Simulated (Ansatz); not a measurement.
## Which is lower?

Two relaxed structures of BSiH₅S, singlet (PBE0-D4/def2-TZVP; forces vanish, vibrations not checked).

A:

```tsv
atom	x (Å)	y (Å)	z (Å)
B1	-1.0472	0.8888	-0.7612
S2	0.6172	-0.7800	0.4094
Si3	-0.9738	-1.0349	-1.0209
H4	-1.8975	1.4398	-1.4111
H5	-0.3689	1.5917	-0.0498
H6	0.9224	0.4628	0.8859
H7	1.9479	-1.1595	0.2247
H8	0.7010	-1.4024	1.6563
```

B:

```xyz
8
angstrom
B -1.0241 0.9388 -0.9921
S -1.0624 -0.7467 -0.4372
Si 0.7377 -0.7747 0.7484
H -1.9166 1.2940 -1.6979
H -0.1439 1.6798 -0.6713
H 0.6371 0.2215 1.8416
H 1.9104 -0.4730 -0.1070
H 0.8617 -2.1397 1.3155
```

Program: Ansatz 0.2.0. Basis: def2-TZVPP. Cores are frozen in the correlated methods. B3LYP uses VWN-RPA correlation.

Problem. Which structure is lower at CCSD(T), and by how much? (An estimate is asked for; the value comes from the calculation.)

Solution. By the calculation: B, by 140.84 kcal/mol (electronic energy, against the other). By their contacts, A is BSiH₅S ([BH2][Si][SH3]) and B is BSiH₅S ([BH2][S][SiH3]).

All methods give the same order:

```
   method  E(B) − E(A) (kcal/mol)
   PBE-D4                 -121.50
r2SCAN-D4                 -132.30
  PBE0-D4                 -132.39
 B3LYP-D4                 -136.28
  wB97M-V                 -142.14
       HF                 -170.66
      MP2                 -141.34
     CCSD                 -146.93
  CCSD(T)                 -140.84
```

The T1 diagnostic stays at or below 0.023.

Labels in which every atom is bracketed show which atoms are joined, not bond orders.

For scale, one of the runs: CCSD(T)/def2-TZVPP, 185 basis functions, launched by `ansatz run in.yaml --threads 2 --pin off --events-out ev --progress --plain --max-ram 4352MiB`. The run took 36 s on 2 CPU threads of an Arm Neoverse V1 (shared host), with 1.7 GiB of host memory at its peak.
